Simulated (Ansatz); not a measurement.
# H4O2Si: the cost of one run

Method: RKS LDA/def2-mTZVP, in Ansatz 0.2.0.

**1. The starting structure**

Bond lengths: Si1–H2 1.660 Å, Si1–O3 1.880 Å, O3–H4 1.010 Å, Si1–H5 1.459 Å, Si1–O6 1.679 Å, O6–H7 1.010 Å. Angles: H2–Si1–O3 45.4°, H2–Si1–H5 121.8°, H2–Si1–O6 121.8°, O3–Si1–H5 122.6°, O3–Si1–O6 122.6°, H5–Si1–O6 109.5°, Si1–O3–H4 106.0°, Si1–O6–H7 109.5°.

Coordinates:

```xyz
7

Si    0.0000    0.0000    0.0000
H     0.8436    0.0000    1.4296
O     1.8237    0.0000    0.4570
H     2.1400   -0.9521    0.3404
H    -0.6877    1.1914   -0.4862
O    -0.7913   -1.3709   -0.5594
H    -1.2459   -1.8365    0.2129
```

**2. Pulling towards end A**

Springs on the bonds that form and break draw the guess towards this end; the thresholds are loose.

input.yaml reads:

```yaml
crystal:
  periodic: [false, false, false]
  atoms:
    - { symbol: Si, position_ang: [0.0, 0.0, 0.0] }
    - { symbol: H, position_ang: [0.8436, 0.0, 1.4296] }
    - { symbol: O, position_ang: [1.8237, 0.0, 0.457] }
    - { symbol: H, position_ang: [2.14, -0.9521, 0.3404] }
    - { symbol: H, position_ang: [-0.6877, 1.1914, -0.4862] }
    - { symbol: O, position_ang: [-0.7913, -1.3709, -0.5594] }
    - { symbol: H, position_ang: [-1.2459, -1.8365, 0.2129] }
basis:
  gaussian: { orbitals: def2-mTZVP }
hamiltonian:
  xc: lda
relax:
  f_tol: 0.15
  max_steps: 25
  restrain:
    - { distance: [1, 2], at: 2.21, k: 30.0 }
    - { distance: [0, 1], at: 1.46, k: 30.0 }
    - { distance: [0, 2], at: 1.68, k: 30.0 }
output:
  orbitals: {}
```

On the command line:

```sh
$ ansatz run input.yaml --threads 1 --pin off --max-ram 2048MiB --backend cpu --events-out ev --progress --plain --runs-dir out
```

What time and memory should one allow on 1 thread of Arm Neoverse V1, shared host?

About 10 s, with a peak of 0.13 GiB.
